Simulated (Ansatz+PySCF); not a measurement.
Values are calculated unless marked as measured or tabulated.
**Several solutions for doublet NO**

```yaml
atoms:
  - { symbol: N, position_ang: [0.0000, 0.0000, -0.7921] }
  - { symbol: O, position_ang: [0.0000, 0.0000, 0.6931] }
```

Basis set: STO-3G (spherical functions). Charge 0, multiplicity 2.

PBE0 (unrestricted) was run from several starts with Ansatz (development build ahead of 0.2.0) and PySCF 2.14.0.

```csv
run,program,start,converged,energy (hartree),<S²>
A,Ansatz,stability test followed,yes,-127.95858,1.28
B,Ansatz,search for the lowest state,yes,-127.95858,1.28
C,PySCF,program defaults,yes,-127.94564,0.76
D,Ansatz,"atomic start, no search",yes,-127.95858,1.28
```

(1) Which runs reached the lowest solution of this kind, and what is wrong with the others?

## Answers

(1) A, B, D reached the lowest solution found. Converged but too high: C by 0.35 eV. Convergence only shows a stationary point, and even a stable one can lie too high; stability tests and further starts are what find lower ones. Caution: the unrestricted determinant is spin contaminated.
